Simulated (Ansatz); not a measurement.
Basis-set extrapolation for C$_{2}$H$_{6}$N$_{2}$O (`CNC(N)=O`) (PBE0-D4/def2-TZVP geometry, frozen core, Ansatz 0.2.0). Multiplicity 1, RHF reference.

```tsv
	def2-TZVPP	def2-QZVPP
HF	-263.130616	-263.142924
MP2 correlation	-0.978899	-1.049320
CCSD(T) correlation	-1.044938	not run
```

Energies in hartree. Use E(X) = E(∞) + A·exp(−7.88·√X) for Hartree–Fock and E(X) = E(∞) + B·X^(−2.97) for correlation, with X = 3 and 4, and add CCSD(T) minus MP2 of the smaller set to the MP2 limit.

Task: What is the CCSD(T) energy at the basis-set limit?

Result: HF limit: -263.142924 + (-0.012308) × 0.13774 = -263.14462. MP2 limit: -1.049320 + (-0.070421) × 0.74074 = -1.10148. Higher-order term: -1.044938 − (-0.978899) = -0.06604. Total: -264.31214 hartree, 85.7 kcal/mol below CCSD(T)/def2-TZVPP.
